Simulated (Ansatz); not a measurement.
Two isomers of C3H5NO: A = `CC(N)=C=O`, B = `C1=NCCO1`.

Calculated with Ansatz (gas phase, PBE0-D4/def2-TZVP geometries, no zero-point term in ΔE). CBS: MP2 limit from def2 TZ/QZ plus the TZ coupled-cluster correction, frozen cores. Functionals use def2-TZVPP. B3LYP here is the variant with VWN-RPA as its local correlation; programs differ in this. One conformer a species, not always the lowest.

Q: Which is lower in electronic energy at CCSD(T)/CBS, and by how much? (An estimate is asked.)

A: Computed: B, by 60.3 kJ/mol.

Q: Give E(B) − E(A) in kJ/mol with MP2/def2-TZVPP, CCSD/def2-TZVPP, r2SCAN-D4, ωB97M-V, B3LYP-D4, BLYP-D4, HF/def2-TZVPP. (Best estimate.)

A: Ansatz gave: MP2/def2-TZVPP -56.5, CCSD/def2-TZVPP -62.9, r2SCAN-D4 -48.9, ωB97M-V -54.9, B3LYP-D4 -41.5, BLYP-D4 -29.4, HF/def2-TZVPP -58.5. None reverses the order clearly.

Q: Does the order hold for the free energy at 298.15 K (harmonic terms from PBE0-D4)? (Estimate.)

A: Ansatz gave: Yes: G(B) − G(A) = -46.1 kJ/mol, for one conformer each.

Largest T1 diagnostic: 0.015.

From PBE to PBE0 (25 % exact exchange), in def2-TZVPP and without D4, E(B) − E(A) moves by −14.0 kJ/mol. Leaving LDA and LC-ωPBE aside and taking each functional with its dispersion term where it has one, the values, not all of them listed here, spread over 35.6 kJ/mol, from ωB97X-V to BLYP-D4. LDA lies −21.7 kJ/mol from PBE without D4.
